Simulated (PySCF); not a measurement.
CH3, SMILES [CH3] (connectivity only; charge and spin as stated), charge +1, multiplicity 1. Atoms are numbered in the order given.

```xyz
4

C      0.0000     0.0000     0.0000
H      1.0918     0.0000     0.0000
H     -0.5459    -0.9455     0.0000
H     -0.5459     0.9455     0.0000
```
Charge +1, spin multiplicity 1.

Coordinates come from a B3LYP-D3(BJ)/def2-TZVPD optimisation. The spin state was assumed, not searched. The isomer is the one that the SMILES or the coordinates give; other isomers of the formula were not compared.

Calculation: PySCF 2.14.0 with TDDFT-ωB97X/def2-TZVPD.

Vertical excitations; the highest root listed may be one member of a degenerate set.  State labels are in the subgroup C2v.

Computed UV-visible absorptions:
```
state  symmetry  energy (eV)  λ (nm)      f                                                                  main pairs
-----  --------  -----------  ------  -----  --------------------------------------------------------------------------
S1           A2         6.09     204  0.000                                                             HOMO→LUMO 100 %
S2           B2         6.09     203  0.000                                                           HOMO−1→LUMO 100 %
S3           B1        15.15      82  0.244                                                HOMO→LUMO+1 (degenerate set)
S4           A1        15.15      82  0.244                                              HOMO−1→LUMO+1 (degenerate set)
S5           B2        15.18      82  0.178                                                            HOMO−2→LUMO 97 %
S6           B1        16.50      75  0.000    HOMO→LUMO+2 41 %, HOMO−1→LUMO+3 41 %, HOMO−1→LUMO+5 7 %, HOMO→LUMO+6 7 %
S7           A1        17.08      73  0.252                                 HOMO→LUMO+3, HOMO−1→LUMO+2 (degenerate set)
S8           B1        17.08      73  0.252                                 HOMO−1→LUMO+3, HOMO→LUMO+2 (degenerate set)
S9           A1        17.33      72  0.000  HOMO−1→LUMO+2 34 %, HOMO→LUMO+3 33 %, HOMO→LUMO+5 15 %, HOMO−1→LUMO+6 15 %
S10          B1        17.87      69  0.000                                        HOMO−1→LUMO+5 43 %, HOMO→LUMO+6 42 %
T1           A2         5.07     244      0                                                              HOMO→LUMO 99 %
T2           B2         5.08     244      0                                                            HOMO−1→LUMO 99 %
T3           B2        11.62     107      0                                                            HOMO−2→LUMO 97 %
T4           B1        14.23      87      0                                                            HOMO→LUMO+1 78 %
```
Triplets are in the Tamm–Dancoff approximation, which puts them higher than full response would, so one can lie above its singlet here.
